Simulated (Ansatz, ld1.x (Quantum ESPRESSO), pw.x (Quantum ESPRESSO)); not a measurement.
# Equation-of-state test of one PAW potential (carbon (C))

C (Z = 6), PAW, made with ld1.x (Quantum ESPRESSO) 7.5 (LDA (PW92), scalar-relativistic). Core [He], reference 2s2 2p2. Waves: 2s (bound): rcut 1.10, rcutus 1.40 bohr; 2s channel at -0.65 Ry: rcut 1.10, rcutus 1.40 bohr; 2p (bound): rcut 1.90, rcutus 2.35 bohr; 2p channel at 0.2 Ry: rcut 1.90, rcutus 2.35 bohr; 3d channel at 0.5 Ry: rcut 2.00, rcutus 2.40 bohr; 3d channel at 3.15 Ry: rcut 2.00, rcutus 2.40 bohr. Local part: all-electron potential smoothed inside 2.25 bohr (lloc = -1). Core correction: none. Augmentation charge: BESSEL, radius 0.80 bohr.

Atomic tests: cutoffs needed: 12 Ry and 18 Ry (the cutoffs (Ry, on a coarse ladder) from which the occupation-weighted sum of valence levels, in a spherical-Bessel basis at the reference potential, stays within 10 and 1 mRy of its value at 400 Ry); ghost test: no extra level below or beside the all-electron valence levels (s, p, d, f tested) (spherical-Bessel basis up to 400 Ry, 20 bohr box); configuration tests: test run stopped at test 2 of 9 (negative rho).

Crystal test: fcc C in pw.x 7.5, no spin, 18³ k-points, Fermi–Dirac smearing 0.01 Ry, cutoffs 40/320 Ry. The reference is all-electron LAPW (Ansatz 0.2.0) with the same functional, mesh and smearing; V0 and B0 come from Birch–Murnaghan fits to the pressures at five volumes. Errors are pseudo minus all-electron; Δ is the rms difference of the E(V) curves that follow from these fits, minima aligned, over ±6 % about the mean V0. Mesh and smearing are coarse, so the numbers serve the comparison and aren't converged zero-temperature values; the lattice is a test structure that the element need not adopt.

All-electron: a0 = 3.017 Å (V0 = 6.86 Å³/atom), B0 = 179.7 GPa.

**Question.** How far does the potential miss the all-electron equation of state?

**Answer.** mean pressure error (GPa): +1.56; a0 (Å): 3.026; a0 error (%): +0.31; B0 error (%): -0.3; Δ (meV/atom): 2.5. The largest radius (2.40 bohr) exceeds half the bond length (2.03 bohr), so the spheres overlap, which is one possible source of error among others. Atomic configuration tests: test run stopped at test 2 of 9 (negative rho).

| V (Å³/atom) | P all-electron (GPa) | P pseudo (GPa) |
| --- | --- | --- |
| 6.669 | 5.47 | 7.29 |
| 6.845 | 0.53 | 2.21 |
| 7.020 | -3.87 | -2.31 |
| 7.196 | -7.78 | -6.35 |
| 7.371 | -11.27 | -9.95 |

**Question.** At the middle volume, how do free energy and pressure move when the wave cutoff is lowered (ecutrho held at 320 Ry)?

**Answer.**

```json
{"cutoff (Ry)": "18", "shift of F (meV/atom)": "+27.5", "shift of P (GPa)": "-0.74"}
{"cutoff (Ry)": "24", "shift of F (meV/atom)": "+5.9", "shift of P (GPa)": "-0.14"}
{"cutoff (Ry)": "32", "shift of F (meV/atom)": "+1.6", "shift of P (GPa)": "-0.09"}
```

The run at the middle volume (195 k-points, 7 iterations) took about 4.9 s on one core of a shared host (Neoverse-V2, 96 threads, 742 GiB, load 48).
